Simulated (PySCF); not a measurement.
Working with the constants of LiP⁺

UHF-CCSD(T) constants of LiP⁺, ⁴Σ⁻ (quartet), unpaired electrons σ ↑, π ↑↑ (basis Li pcseg-2, P pcseg-2; no relativity; PySCF 2.14; masses 7.0160 and 30.9738 u):

* ωe: 274.2 cm⁻¹
* ωexe: 4.74 cm⁻¹
* Be: 0.43298 cm⁻¹
* αe: 0.00944 cm⁻¹
* D (centrifugal): 4.32e-06 cm⁻¹
* De to Li⁺ + P: 0.404 eV

(1) Give the vibrational terms G(v) and spacings up to v = 6.

(2) How well does the Morse estimate ωe²/(4ωexe) reproduce De, and what is D0?

Correlated steps freeze 5 core orbitals. For an ion De counts to the pair picked by the measured ionisation energies or electron affinities, which need not be the lowest pair at this level. The state was picked by a PBE0 search and need not be the measured ground state.

Results:

(1) G(v) = ωe(v+½) − ωexe(v+½)².

| v | G(v) (cm⁻¹) | G(v) − G(v−1) | Bv (cm⁻¹) |
| --- | --- | --- | --- |
| 0 | 136 |  | 0.4283 |
| 1 | 401 | 265 | 0.4188 |
| 2 | 656 | 255 | 0.4094 |
| 3 | 902 | 246 | 0.3999 |
| 4 | 1138 | 236 | 0.3905 |
| 5 | 1365 | 227 | 0.3811 |
| 6 | 1582 | 217 | 0.3716 |

(2) It gives 0.492 eV, 122 % of the computed De. D0 = De − G(0) = 0.404 − 0.017 = 0.387 eV.
